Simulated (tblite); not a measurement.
Record of a relaxation.

C4H10NP.
Atom-mapped SMILES: `[H]/[P:3]=[C:2](\[CH3:1])[N:4]([CH3:5])[CH3:6]` (hydrogens: H7, H8, H9 on C1; H10 on P3; H11, H12, H13 on C5; H14, H15, H16 on C6)

Computed with GFN2-xTB (tblite), gas phase: L-BFGS steps from a force-field or distance-geometry start until the largest atomic force falls under 0.01 eV/Å. 11 of its 247 geometries are shown.

Step 0: E = -517.8192 eV, largest atomic force 1.924 eV/Å
```
atom  x, y, z in Å  |  force x, y, z in eV/Å
C1      1.752    0.693   -0.763    0.457   0.105   0.128
C2      0.728   -0.014    0.058    0.904  -0.217   0.229
P3      1.153   -1.015    1.346   -0.920  -1.106   1.278
N4     -0.658    0.142   -0.227    0.761  -0.119   0.326
C5     -1.344    0.815    0.836   -0.513   1.221   0.446
C6     -1.288   -1.039   -0.747   -0.571  -0.557  -0.482
H7      2.122    1.587   -0.196   -0.230  -0.633  -0.672
H8      2.594   -0.024   -0.898   -0.378   0.789  -0.134
H9      1.323    0.991   -1.721    0.245   0.068   0.127
H10     2.543   -1.196    1.673   -0.135   0.755  -0.987
H11    -1.457    1.879    0.504   -0.076  -0.501   0.505
H12    -2.349    0.421    1.075    0.464   0.025  -0.364
H13    -0.759    0.796    1.778   -0.275   0.103  -0.302
H14    -2.159   -1.380   -0.129    0.740   0.183  -0.410
H15    -0.553   -1.858   -0.842   -0.417   0.172   0.073
H16    -1.655   -0.789   -1.760   -0.056  -0.288   0.239
```

Step 25: E = -518.4067 eV, largest atomic force 0.095 eV/Å
```
atom  x, y, z in Å  |  force x, y, z in eV/Å
C1      1.746    0.600   -0.675   -0.017  -0.010   0.006
C2      0.762   -0.129    0.195    0.023   0.012  -0.014
P3      1.209   -1.130    1.480   -0.094   0.007  -0.011
N4     -0.595    0.108   -0.147    0.015  -0.005   0.004
C5     -1.359    0.871    0.824    0.003  -0.003  -0.005
C6     -1.276   -1.019   -0.759    0.003   0.007  -0.007
H7      2.056    1.527   -0.185   -0.015  -0.024  -0.036
H8      2.637    0.001   -0.860   -0.022   0.045   0.001
H9      1.275    0.862   -1.621    0.015  -0.031   0.024
H10     2.583   -0.966    1.300    0.061  -0.006   0.028
H11    -1.454    1.908    0.490    0.019   0.011  -0.030
H12    -2.361    0.459    0.942   -0.009  -0.012  -0.010
H13    -0.872    0.876    1.804    0.005  -0.042   0.007
H14    -2.086   -1.408   -0.134    0.021  -0.010   0.044
H15    -0.574   -1.832   -0.942    0.036   0.014  -0.005
H16    -1.700   -0.718   -1.722   -0.043   0.046   0.005
```

Step 49: E = -518.5479 eV, largest atomic force 0.153 eV/Å
```
atom  x, y, z in Å  |  force x, y, z in eV/Å
C1      1.766    0.517   -0.700   -0.046   0.041   0.007
C2      0.751   -0.110    0.200   -0.060  -0.092  -0.044
P3      1.093   -1.043    1.564    0.027  -0.018   0.038
N4     -0.588    0.175   -0.204   -0.019   0.089  -0.039
C5     -1.355    0.899    0.795   -0.021  -0.001   0.057
C6     -1.253   -0.992   -0.752    0.069   0.037   0.029
H7      1.830    1.571   -0.430    0.084   0.103  -0.075
H8      2.756    0.074   -0.616   -0.059  -0.031   0.049
H9      1.422    0.466   -1.730    0.014  -0.020  -0.032
H10     2.482   -0.977    1.433    0.005   0.005  -0.007
H11    -1.200    1.973    0.660    0.065  -0.026  -0.019
H12    -2.418    0.695    0.692    0.006  -0.032  -0.071
H13    -1.048    0.638    1.814   -0.073  -0.055   0.086
H14    -1.425   -1.784   -0.007   -0.032   0.048   0.030
H15    -0.616   -1.402   -1.535   -0.029  -0.030  -0.055
H16    -2.204   -0.690   -1.193    0.067  -0.019   0.045
```

Step 74: E = -518.6480 eV, largest atomic force 0.137 eV/Å
```
atom  x, y, z in Å  |  force x, y, z in eV/Å
C1      1.776    0.463   -0.785   -0.036  -0.008   0.029
C2      0.761   -0.034    0.196   -0.027   0.010   0.067
P3      1.119   -0.820    1.649    0.010   0.005   0.007
N4     -0.580    0.248   -0.192    0.008  -0.025  -0.085
C5     -1.407    0.846    0.835    0.058  -0.029  -0.074
C6     -1.214   -0.944   -0.722    0.025  -0.010  -0.031
H7      1.742    1.552   -0.770    0.037   0.053  -0.058
H8      2.783    0.139   -0.533   -0.011  -0.023   0.007
H9      1.539    0.148   -1.800   -0.076  -0.046   0.001
H10     2.500   -0.874    1.440   -0.011   0.064   0.041
H11    -0.916    1.736    1.216    0.065   0.062   0.068
H12    -2.346    1.134    0.366   -0.086   0.075   0.038
H13    -1.625    0.167    1.667    0.036  -0.074   0.110
H14    -1.202   -1.760    0.019   -0.054  -0.050  -0.046
H15    -0.692   -1.272   -1.617    0.059  -0.032  -0.027
H16    -2.248   -0.720   -0.980    0.002   0.026  -0.049
```

Step 98: E = -518.8645 eV, largest atomic force 0.475 eV/Å
```
atom  x, y, z in Å  |  force x, y, z in eV/Å
C1      1.680    0.130   -0.913    0.172   0.245   0.083
C2      0.790    0.059    0.298   -0.250  -0.062  -0.171
P3      1.387   -0.003    1.883    0.123   0.042   0.310
N4     -0.558    0.173    0.061    0.293   0.140  -0.100
C5     -1.467    0.585    1.103   -0.024  -0.234  -0.388
C6     -1.171   -0.702   -0.906    0.330  -0.168  -0.125
H7      1.833    1.206   -1.114    0.157  -0.448  -0.009
H8      2.636   -0.362   -0.717   -0.084   0.248  -0.028
H9      1.262   -0.310   -1.815   -0.097   0.030   0.059
H10     2.722   -0.042    1.499    0.081   0.061   0.042
H11    -1.002    1.299    1.762    0.270   0.101   0.199
H12    -2.314    1.069    0.620   -0.168   0.012  -0.025
H13    -1.828   -0.274    1.671   -0.044  -0.058   0.237
H14    -1.757   -1.455   -0.380   -0.242  -0.147  -0.013
H15    -0.411   -1.234   -1.492   -0.302   0.197   0.124
H16    -1.809   -0.130   -1.570   -0.218   0.043  -0.196
```

Step 123: E = -518.9803 eV, largest atomic force 0.036 eV/Å
```
atom  x, y, z in Å  |  force x, y, z in eV/Å
C1      1.710   -0.058   -0.866   -0.001  -0.015  -0.020
C2      0.772    0.128    0.292   -0.005   0.004  -0.002
P3      1.377    0.511    1.851   -0.003   0.009  -0.006
N4     -0.569    0.060    0.094   -0.013   0.005   0.004
C5     -1.440    0.388    1.193    0.000  -0.005   0.020
C6     -1.230   -0.555   -1.031   -0.023   0.002  -0.016
H7      2.132    0.907   -1.149    0.000   0.014   0.029
H8      2.534   -0.706   -0.573    0.015  -0.004  -0.021
H9      1.238   -0.477   -1.750   -0.008   0.000   0.020
H10     2.709    0.540    1.451    0.001  -0.010  -0.011
H11    -1.050    1.263    1.717    0.000   0.003  -0.013
H12    -2.437    0.612    0.816    0.004  -0.005  -0.006
H13    -1.498   -0.435    1.914   -0.009   0.003   0.016
H14    -2.029   -1.205   -0.668    0.014   0.009  -0.005
H15    -0.551   -1.168   -1.618   -0.002   0.011   0.008
H16    -1.675    0.205   -1.684    0.030  -0.020   0.004
```

Step 148: E = -518.9971 eV, largest atomic force 0.564 eV/Å
```
atom  x, y, z in Å  |  force x, y, z in eV/Å
C1      1.652   -0.085   -0.867    0.292  -0.034  -0.174
C2      0.746    0.187    0.298    0.020   0.061  -0.022
P3      1.351    0.745    1.803   -0.079   0.001  -0.046
N4     -0.586   -0.022    0.143   -0.009  -0.095  -0.038
C5     -1.431    0.273    1.272   -0.098  -0.002   0.095
C6     -1.167   -0.514   -1.085   -0.291  -0.089  -0.057
H7      2.439    0.687   -0.920   -0.286  -0.386   0.052
H8      2.147   -1.070   -0.747   -0.263   0.487  -0.108
H9      1.103   -0.071   -1.815    0.251  -0.033   0.227
H10     2.672    0.765    1.378    0.069  -0.011   0.005
H11    -1.386    1.349    1.509   -0.002  -0.194  -0.021
H12    -2.469   -0.007    1.068    0.252   0.049   0.029
H13    -1.069   -0.273    2.163   -0.115   0.136  -0.249
H14    -2.227   -0.764   -0.895    0.511   0.125  -0.158
H15    -0.654   -1.435   -1.420   -0.223   0.378   0.075
H16    -1.129    0.246   -1.897   -0.030  -0.394   0.390
```

Step 172: E = -519.0698 eV, largest atomic force 0.082 eV/Å
```
atom  x, y, z in Å  |  force x, y, z in eV/Å
C1      1.628   -0.071   -0.882   -0.002  -0.047  -0.043
C2      0.757    0.229    0.298   -0.006   0.004  -0.018
P3      1.337    0.923    1.752   -0.020   0.031  -0.024
N4     -0.558   -0.094    0.185   -0.013   0.032  -0.015
C5     -1.424    0.202    1.295   -0.032   0.032  -0.024
C6     -1.135   -0.559   -1.051    0.016   0.060  -0.020
H7      2.652    0.232   -0.688    0.005  -0.007   0.012
H8      1.619   -1.142   -1.098   -0.018   0.061  -0.006
H9      1.279    0.456   -1.773    0.042  -0.013   0.051
H10     2.654    1.020    1.320    0.026  -0.022   0.013
H11    -1.535    1.286    1.428    0.026  -0.028  -0.003
H12    -2.405   -0.242    1.138    0.034  -0.017   0.022
H13    -0.985   -0.195    2.216   -0.021  -0.020  -0.025
H14    -2.218   -0.499   -0.987   -0.049  -0.060   0.028
H15    -0.851   -1.593   -1.266    0.003  -0.027   0.035
H16    -0.824    0.057   -1.899    0.010   0.023   0.019
```

Step 197: E = -519.0785 eV, largest atomic force 0.023 eV/Å
```
atom  x, y, z in Å  |  force x, y, z in eV/Å
C1      1.627   -0.062   -0.887    0.002   0.012  -0.008
C2      0.750    0.260    0.283    0.007  -0.008   0.009
P3      1.330    0.956    1.737    0.003  -0.001   0.000
N4     -0.571   -0.025    0.159   -0.002   0.000  -0.007
C5     -1.425    0.215    1.290    0.001  -0.004  -0.013
C6     -1.135   -0.577   -1.045    0.000  -0.006   0.002
H7      2.668    0.131   -0.644   -0.005  -0.005  -0.001
H8      1.525   -1.110   -1.169   -0.003   0.001  -0.004
H9      1.361    0.550   -1.751   -0.004  -0.004   0.001
H10     2.659    1.000    1.327   -0.006   0.006   0.003
H11    -1.526    1.289    1.478    0.011   0.018   0.008
H12    -2.408   -0.217    1.121   -0.014   0.000   0.004
H13    -0.982   -0.233    2.187   -0.003  -0.005   0.008
H14    -2.220   -0.547   -0.981    0.007   0.002  -0.001
H15    -0.828   -1.619   -1.193    0.005  -0.004  -0.007
H16    -0.832   -0.003   -1.923    0.004  -0.001   0.007
```

Step 221: E = -519.0836 eV, largest atomic force 0.023 eV/Å
```
atom  x, y, z in Å  |  force x, y, z in eV/Å
C1      1.615   -0.020   -0.910   -0.012  -0.019  -0.003
C2      0.747    0.276    0.274   -0.010   0.009  -0.003
P3      1.342    0.906    1.750    0.005  -0.002   0.001
N4     -0.584    0.038    0.135   -0.006   0.009   0.000
C5     -1.429    0.262    1.276    0.001  -0.006   0.009
C6     -1.121   -0.651   -1.010    0.003  -0.004  -0.002
H7      2.655    0.203   -0.686   -0.014   0.003  -0.001
H8      1.541   -1.072   -1.191    0.006   0.014   0.002
H9      1.312    0.582   -1.769    0.004  -0.003   0.004
H10     2.662    0.993    1.320    0.004   0.002   0.004
H11    -1.274    1.280    1.647    0.008  -0.003  -0.006
H12    -2.475    0.135    1.004   -0.001   0.000  -0.003
H13    -1.180   -0.425    2.094    0.006  -0.001  -0.005
H14    -2.205   -0.694   -0.927    0.007   0.005  -0.005
H15    -0.743   -1.677   -1.084   -0.009   0.002   0.003
H16    -0.872   -0.126   -1.935    0.008  -0.006   0.004
```

Step 246: E = -519.0875 eV, largest atomic force 0.009 eV/Å
```
atom  x, y, z in Å  |  force x, y, z in eV/Å
C1      1.612    0.035   -0.930    0.001   0.000  -0.004
C2      0.743    0.306    0.260   -0.003  -0.003   0.003
P3      1.347    0.897    1.748    0.000   0.001   0.002
N4     -0.592    0.082    0.114   -0.005  -0.001  -0.002
C5     -1.425    0.228    1.279   -0.005   0.004  -0.007
C6     -1.124   -0.674   -0.992    0.008  -0.001   0.005
H7      2.649    0.268   -0.702    0.001   0.001  -0.001
H8      1.553   -1.014   -1.223    0.000  -0.002  -0.001
H9      1.304    0.646   -1.780    0.002   0.000   0.000
H10     2.663    1.009    1.312    0.002   0.001   0.000
H11    -1.234    1.205    1.730    0.002  -0.004   0.003
H12    -2.474    0.162    0.998   -0.003  -0.001  -0.001
H13    -1.201   -0.536    2.033    0.005   0.003  -0.002
H14    -2.205   -0.547   -1.020    0.002  -0.002   0.001
H15    -0.904   -1.745   -0.903   -0.005   0.001   0.002
H16    -0.718   -0.314   -1.936   -0.001   0.004   0.002
```

**Question.** Summarise the path.

**Answer.** The energy falls by 1.2683 eV from step 0 to step 246; nine tenths of that is first reached at step 111. It rises by more than 0.2 meV at steps 37, 69, 136, 142, 145, 148, 151 and 154 and others. The largest force goes from 1.924 to 0.009 eV/Å. Among the bonds C2–N4 changes most, from 1.424 to 1.362 Å; the atoms move by 1.166 Å rms after alignment.
